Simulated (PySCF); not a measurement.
# BS₂: relaxation and vibrations of the quartet

Aim: relax BS₂ as a quartet from a hand-made side-on geometry, check by its vibrations whether the end is a minimum, and collect its spectrum and constants.

Method: PBE0, basis B def2-TZVP, S def2-TZVP, no relativity, density fitting; program: PySCF 2.14.0.

## (1) The starting structure

3 atoms, charge 0, spin multiplicity 4.

Bond lengths: B1–S2 1.936 Å, B1–S3 1.936 Å, S2–S3 2.040 Å. Angles: S2–B1–S3 63.6°, B1–S2–S3 58.2°, B1–S3–S2 58.2°.

```xyz
3
charge 0 multiplicity 4
B     0.0000    0.0000    0.0000
S     1.0200    0.0000    1.6460
S    -1.0200    0.0000    1.6460
```

## (2) First SCF at the start

The steps below are one call of a driver around PySCF. For each, scf.py gives the equivalent set-up of the SCF; relaxations use the driver's own optimiser. After this first run the driver tries any further starts and a stability analysis.

The input, scf.py:

```python
from pyscf import gto, scf, dft
mol = gto.M(atom='''
B      0.000000     0.000000     0.000000
S      1.020000     0.000000     1.646000
S     -1.020000     0.000000     1.646000''',
    basis={'B': 'def2-TZVP', 'S': 'def2-TZVP'},
    charge=0, spin=3)
mf = dft.UKS(mol, xc='PBE0')
mf.grids.atom_grid = (50, 194)
aux = {'B': 'def2-universal-JKFIT', 'S': 'def2-universal-JKFIT'}
mf = mf.density_fit(auxbasis=aux)
mf.conv_tol = 1e-08
mf.diis_space = 10
mf.max_cycle = 60
mf.init_guess = 'minao'
mf.verbose = 4
mf.kernel()
```

The run is started by

```sh
$ OMP_NUM_THREADS=2 python axn.py task.json out
```

After this run come: Relaxing the quartet from the side-on start; Vibrations and properties at this point.

What does the calculation give? Wanted: minimum; geometry; wavenumbers; dipole moment; highest occupied, lowest empty level; polar-tensor charge of B1; zero-point energy; atomisation energy; ⟨S²⟩.

The runs gave:

| quantity | value |
| --- | --- |
| minimum | quartet, C2v |
| geometry | B–S 1.862 Å (×2), S–S 1.985 Å; B–S–S 57.8° (×2), S–B–S 64.4° |
| wavenumbers (cm⁻¹) | 546 (b2), 612 (a1), 805 (a1) |
| dipole moment | 1.47 D |
| highest occupied, lowest empty level (either spin) | -4.47, -4.37 eV |
| polar-tensor charge of B1 | +0.03 e |
| zero-point energy | 11.7 kJ/mol |
| entropy at 298.15 K | 270.8 J/(mol K) |
| atomisation energy (no zero-point energy) | 636 kJ/mol |
| ⟨S²⟩ | 3.761 |

In words: The side-on start keeps its C2v symmetry and ends in a minimum. In the infrared the band at 805 cm⁻¹ (a1) leads. Most of the spin sits on B1 (Mulliken spin 1.84, against 3 for the whole molecule). The first SCF alone would have been 81 kJ/mol too high. Only this shape and spin were tried, so other structures or states may lie lower.
